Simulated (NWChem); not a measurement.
Program: NWChem. System: hydrogen sulfide (H2S), charge 0, spin multiplicity 1, at a geometry optimised with PBE/def2-SVP. Level: TDA-CAM-B3LYP/def2-SVPD.

Job file:

```
start mol
memory heap 200 mb stack 800 mb global 1000 mb
geometry units angstroms nocenter noautoz
  S      0.000000     0.000000     0.105588
  H     -0.973994     0.000000    -0.844700
  H      0.973994     0.000000    -0.844700
  symmetry group C2v
end
basis spherical
  * library def2-svpd
end
dft
  xc xcamb88 1.00 lyp 0.81 vwn_5 0.19 hfexch 1.00
  cam 0.33 cam_alpha 0.19 cam_beta 0.46
  direct
  iterations 100
end
tddft
  cis
  nroots 8
  notriplet
  thresh 1e-4
end
task tddft energy
```

NWChem printed:

```
             Northwest Computational Chemistry Package (NWChem) 7.3.0
             --------------------------------------------------------

                                NWChem Input Module
                                -------------------

 Scaling coordinates for geometry "geometry" by  1.889725989
 (inverse scale =  0.529177249)

 Turning off AUTOSYM since
 SYMMETRY directive was detected!

                             Geometry "geometry" -> ""
                             -------------------------

 Output coordinates in angstroms (scale by  1.889725989 to convert to a.u.)

  No.       Tag          Charge          X              Y              Z
 ---- ---------------- ---------- -------------- -------------- --------------
    1 S                   16.0000     0.00000000     0.00000000     0.10558800
    2 H                    1.0000    -0.97399400     0.00000000    -0.84470000
    3 H                    1.0000     0.97399400     0.00000000    -0.84470000

 Effective nuclear repulsion energy (a.u.)      12.7157812366

            Nuclear Dipole moment (a.u.)
            ----------------------------
        X                 Y               Z
 ---------------- ---------------- ----------------
     0.0000000000     0.0000000000     0.0000151178

      Symmetry information
      --------------------

 Group name             C2v
 Group number             16
 Group order               4
 No. of unique centers     2

      Symmetry unique atoms

     1    2


 Summary of "ao basis" -> "" (spherical)
 ------------------------------------------------------------------------------
       Tag                 Description            Shells   Functions and Types
 ---------------- ------------------------------  ------  ---------------------
 *                         def2-svpd                  on all atoms

                                 NWChem DFT Module
                                 -----------------

 Summary of "ao basis" -> "ao basis" (spherical)
 ------------------------------------------------------------------------------
       Tag                 Description            Shells   Functions and Types
 ---------------- ------------------------------  ------  ---------------------
 S                         def2-svpd                11       27   5s4p2d
 H                         def2-svpd                 4        8   2s2p

 Summary of "ao basis" -> "ao basis" (spherical)
 ------------------------------------------------------------------------------
       Tag                 Description            Shells   Functions and Types
 ---------------- ------------------------------  ------  ---------------------
 S                         def2-svpd                11       27   5s4p2d
 H                         def2-svpd                 4        8   2s2p

      Symmetry analysis of basis
      --------------------------

        a1         19
        a2          4
        b1         12
        b2          8

  int_init: cando_txs set to always be  F

            General Information
            -------------------
          SCF calculation type: DFT
          Wavefunction type:  closed shell.
          No. of atoms     :     3
          No. of electrons :    18
           Alpha electrons :     9
            Beta electrons :     9
          Charge           :     0
          Spin multiplicity:     1
          Use of symmetry is: off; symmetry adaption is: on
          Maximum number of iterations: 100
          This is a Direct SCF calculation.
[...]
  ----------------------------------------------------------------------------
     Transition Moments    X  0.00000   Y -0.14000   Z  0.00000
     Transition Moments   XX  0.00000  XY  0.00000  XZ -0.00000
     Transition Moments   YY -0.00000  YZ -1.62633  ZZ  0.00000
     Dipole Oscillator Strength                    0.0038952586
     Electric Quadrupole                           0.0000003731
     Magnetic Dipole                               0.0000000193
     Total Oscillator Strength                     0.0038956510

          sigma_e =   3.1068 Angstrom
          sigma_h =   1.2493 Angstrom
         |d_h->e| =   0.5899 Angstrom
            d_exc =   3.3956 Angstrom
            d_CD1 =   2.4473 Angstrom
            d_CD2 =  -1.5882 Angstrom
            d_CD3 =   3.9854 Angstrom
     Pearson C.C. =   0.0040

     Occ.    9  b2  ---  Virt.   13  a1       0.98845
     Occ.    9  b2  ---  Virt.   15  a1       0.05084
     Occ.    9  b2  ---  Virt.   16  a1      -0.11554
  ----------------------------------------------------------------------------
  Root   5 singlet a1             0.318608362 a.u.                8.6698 eV
  ----------------------------------------------------------------------------
     Transition Moments    X  0.00000   Y -0.00000   Z -0.33772
     Transition Moments   XX -0.30059  XY -0.00000  XZ -0.00000
     Transition Moments   YY -3.90849  YZ  0.00000  ZZ -0.23857
     Dipole Oscillator Strength                    0.0242253710
     Electric Quadrupole                           0.0000007604
     Magnetic Dipole                               0.0000000000
     Total Oscillator Strength                     0.0242261314

          sigma_e =   3.1002 Angstrom
          sigma_h =   1.2521 Angstrom
         |d_h->e| =   0.2090 Angstrom
            d_exc =   3.3024 Angstrom
            d_CD1 =   2.0571 Angstrom
            d_CD2 =  -1.9672 Angstrom
            d_CD3 =   3.5113 Angstrom
     Pearson C.C. =   0.0408

     Occ.    7  b1  ---  Virt.   11  b1      -0.06141
     Occ.    7  b1  ---  Virt.   12  b1      -0.06775
     Occ.    8  a1  ---  Virt.   10  a1       0.35675
     Occ.    8  a1  ---  Virt.   13  a1      -0.07262
     Occ.    8  a1  ---  Virt.   19  a1       0.05237
     Occ.    9  b2  ---  Virt.   14  b2       0.91874
     Occ.    9  b2  ---  Virt.   18  b2      -0.07648
  ----------------------------------------------------------------------------
  Root   6 singlet b2             0.334292217 a.u.                9.0966 eV
  ----------------------------------------------------------------------------
     Transition Moments    X -0.00000   Y  0.69169   Z -0.00000
     Transition Moments   XX  0.00000  XY  0.00000  XZ  0.00000
     Transition Moments   YY -0.00000  YZ -0.00977  ZZ -0.00000
     Dipole Oscillator Strength                    0.1066244804
     Electric Quadrupole                           0.0000000000
     Magnetic Dipole                               0.0000001529
     Total Oscillator Strength                     0.1066246333

          sigma_e =   2.1743 Angstrom
          sigma_h =   1.2495 Angstrom
         |d_h->e| =   0.3023 Angstrom
            d_exc =   2.5146 Angstrom
            d_CD1 =   1.2271 Angstrom
            d_CD2 =  -1.4096 Angstrom
            d_CD3 =   2.8168 Angstrom
     Pearson C.C. =   0.0105

     Occ.    7  b1  ---  Virt.   17  a2       0.05424
     Occ.    8  a1  ---  Virt.   18  b2       0.08010
     Occ.    9  b2  ---  Virt.   10  a1      -0.06485
     Occ.    9  b2  ---  Virt.   15  a1      -0.81098
     Occ.    9  b2  ---  Virt.   16  a1      -0.56663
  ----------------------------------------------------------------------------
  Root   7 singlet a1             0.335817335 a.u.                9.1381 eV
  ----------------------------------------------------------------------------
     Transition Moments    X -0.00000   Y  0.00000   Z  0.72793
     Transition Moments   XX -0.91728  XY -0.00000  XZ  0.00000
     Transition Moments   YY -1.32719  YZ  0.00000  ZZ -0.49322
     Dipole Oscillator Strength                    0.1186290602
     Electric Quadrupole                           0.0000000351
     Magnetic Dipole                               0.0000000000
     Total Oscillator Strength                     0.1186290953

          sigma_e =   2.6085 Angstrom
          sigma_h =   1.2502 Angstrom
         |d_h->e| =   0.3768 Angstrom
            d_exc =   2.9640 Angstrom
            d_CD1 =   1.7351 Angstrom
            d_CD2 =  -1.5526 Angstrom
            d_CD3 =   3.3408 Angstrom
     Pearson C.C. =  -0.0423

     Occ.    7  b1  ---  Virt.   11  b1      -0.14226
     Occ.    8  a1  ---  Virt.   10  a1      -0.90460
     Occ.    8  a1  ---  Virt.   13  a1      -0.16245
     Occ.    8  a1  ---  Virt.   15  a1       0.07340
     Occ.    9  b2  ---  Virt.   14  b2       0.33803
     Occ.    9  b2  ---  Virt.   18  b2       0.09333
  ----------------------------------------------------------------------------
  Root   8 singlet b1             0.348586763 a.u.                9.4855 eV
  ----------------------------------------------------------------------------
     Transition Moments    X  0.14824   Y  0.00000   Z  0.00000
     Transition Moments   XX  0.00000  XY -0.00000  XZ -0.15892
     Transition Moments   YY  0.00000  YZ -0.00000  ZZ  0.00000
     Dipole Oscillator Strength                    0.0051068372
     Electric Quadrupole                           0.0000000057
     Magnetic Dipole                               0.0000009323
     Total Oscillator Strength                     0.0051077752

          sigma_e =   1.8939 Angstrom
          sigma_h =   1.2555 Angstrom
         |d_h->e| =   0.2504 Angstrom
            d_exc =   2.2920 Angstrom
            d_CD1 =   0.8888 Angstrom
            d_CD2 =  -1.3243 Angstrom
            d_CD3 =   2.5424 Angstrom
     Pearson C.C. =  -0.0057

     Occ.    7  b1  ---  Virt.   10  a1       0.08061
     Occ.    7  b1  ---  Virt.   15  a1      -0.08368
     Occ.    8  a1  ---  Virt.   11  b1       0.77733
     Occ.    8  a1  ---  Virt.   12  b1       0.08963
     Occ.    9  b2  ---  Virt.   17  a2       0.60644

              Target root =      1
          Target symmetry = none
      Ground state energy =   -399.278766563893
        Excitation energy =      0.220533449738
     Excited state energy =   -399.058233114155

  stored tddft:energy   -399.05823311415520

 Task  times  cpu:       17.1s     wall:       17.1s

 Total times  cpu:       17.2s     wall:       17.2s
```
